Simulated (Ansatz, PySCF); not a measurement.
Molecule: water, H₂O, net charge 0, singlet state. SMILES: O
Geometry: optimised at B3LYP-D3(BJ)/def2-TZVP (Ansatz, a first-principles code).


Quantity: enthalpy of formation at 298 K (from the atomisation energy, B3LYP-D3(BJ)/def2-TZVP harmonic zero-point and thermal terms from PySCF, and the atoms' enthalpies of formation in the G2/97 table; no spin-orbit terms, and no core term in the frozen-core levels), in kJ/mol. Cores are frozen in the correlated levels unless marked. UHF or UKS for open shells. Spin-orbit coupling is left out. Non-relativistic. FCI takes restricted orbitals. The coupled-cluster limit lacks core correlation, which all-electron functionals hold. Basis-set limits of correlation are two-point, X^-3; Hartree-Fock from the larger set (for Q and 5 zeta extrapolated as (X+1)exp(-9√X)).

| level | program | enthalpy of formation at 298 K (kJ/mol) | minus last row |
|---|---|---|---|
| PBE0/def2-SVP | Ansatz | -189.3 | 53.3 |
| RI-MP2/aug-cc-pVQZ | Ansatz | -253.6 | -11.0 |
| CCSD/def2-QZVPPD | Ansatz | -219.8 | 22.8 |
| CCSD(T)/cc-pwCVTZ | Ansatz | -209.7 | 32.9 |
| FCI/STO-3G | Ansatz | 6.8 | 249.4 |
| CCSD(T)/CBS(def2-TZVPP,def2-QZVPP) | Ansatz | -243.8 | -1.2 |
| CCSD(T)/CBS(cc-pVQZ,cc-pV5Z) | Ansatz | -242.6 | 0.0 |
